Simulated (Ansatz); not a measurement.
Ideal-gas functions of CH5BS, SMILES `BCS` at 600 K and 1 bar, from an Ansatz frequency run at PBE0-D4/def2-TZVP.

Molar mass 59.93 g/mol, point group C1 (symmetry number 1), electronic degeneracy 1, moments of inertia 15.107, 91.431, 103.332 u Å². Harmonic wavenumbers (cm⁻¹, unscaled): 72, 106, 291, 504, 648, 848, 963, 994, 1012, 1133, 1205, 1269, 1392, 2576, 2659, 2713, 2992, 3074.

Use S(trans) = R[1.5 ln M + 2.5 ln T − 1.1517]; rotational temperatures θ = 24.2544 K / I; S(rot) = R[ln(√π/σ · √(T³/θAθBθC)) + 1.5]; for each mode x = 1.438777 ν̃/T, S = R[x/(eˣ − 1) − ln(1 − e⁻ˣ)] and H = RT x/(eˣ − 1); 1 cm⁻¹ = 0.0119627 kJ/mol; R = 8.31446 J/(mol·K).

Problem. By hand: the entropy, in J/(mol·K).

Solution. Translation 174.4. Rotation: θ = 1.6055, 0.2653, 0.2347 K, giving 106.6. Vibration, mode by mode: 22.93, 19.73, 11.47, 7.23, 5.44, 3.71, 2.99, 2.82, 2.72, 2.17, 1.89, 1.67, 1.32, 0.12, 0.10, 0.09, 0.05, 0.04, in all 86.5. Electronic 0.0. Sum 367.5 J/(mol·K).

Problem. By hand: H − E and G − E in kJ/mol, counted from the electronic energy.

Solution. Zero-point energy ½ × 24451 × 0.0119627 = 146.2; thermal vibration 25.6; translation, rotation and pV give 4 RT = 20.0. H − E = 191.8 kJ/mol, and G − E = 191.8 − 600 × 367.5/1000 = -28.7 kJ/mol.

Vibration gives 24 % of the entropy, 42.7 J/(mol·K) of it from the modes under 150 cm⁻¹: soft modes count most, and the harmonic formula is weakest for them. The sum counts one conformer and one mirror image; others add a mixing term.
